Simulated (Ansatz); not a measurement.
# What a trial cell of K3I2 relaxes into

Theory: Ansatz, DFT PBE, scalar-relativistic, plane waves, PAW. Cutoff 420 eV, Γ-centred k mesh, Gaussian smearing, no spin polarisation in the final step.

K3I2 was placed on the anti-A-type sesquioxide structure type (P-3m1, No. 164), with I in place of La, K in place of O, at a guessed volume.

```
CELL_PARAMETERS angstrom
5.21053 0.00000 0.00000
-2.60526 4.51245 0.00000
0.00000 0.00000 8.10674
ATOMIC_POSITIONS crystal
K 0.00000 0.00000 0.00000
K 0.33333 0.66667 0.64500
K 0.66667 0.33333 0.35500
I 0.33333 0.66667 0.24500
I 0.66667 0.33333 0.75500
```

Cell and atoms relax at zero pressure; the relaxation can't lower the symmetry of the start. After a coarse first stage the cell is made exact in the group found at 0.06 Å.

The zero of energy is the elements' standard structures at the same level; no fitted shifts are applied.

Q: What does it relax into?

A: It keeps P-3m1 (No. 164), but not the shape of the type it started on. Conventional cell: a = 4.979 Å, c = 12.563 Å. K on Wyckoff site a (1 atom of the primitive cell) has 6 I at 3.57 Å; around K on Wyckoff site d (2 atoms of the primitive cell) lie 3 I at 3.59 Å; I is coordinated by 6 K at 3.57–3.59 Å.

```
K I
1.0
     4.97911    0.00000    0.00000
    -2.48955    4.31203    0.00000
     0.00000    0.00000   12.56284
K I
3 2
Direct
  0.00000 0.00000 0.00000
  0.33333 0.66667 0.65990
  0.66667 0.33333 0.34010
  0.33333 0.66667 0.16895
  0.66667 0.33333 0.83105
```

Q: What are its volume, energy, density and gap?

A: The volume per atom is 53.95 Å³, the density is 2.28 g/cm³ and the energy over the elements is -1.16 eV/atom. The gap on the 12×12×4 mesh is 0 eV (a metal).

The final run used a 12×12×4 mesh on its 5-atom cell and 0.10 eV smearing. The k mesh leaves about 4 meV/atom of noise in metals. Spin–orbit coupling is left out. Symmetry constrained the relaxation, so the result can be a saddle point.

Cost: 3 runs of about 5 core-minutes in all, on Arm Neoverse V1 (shared hosts).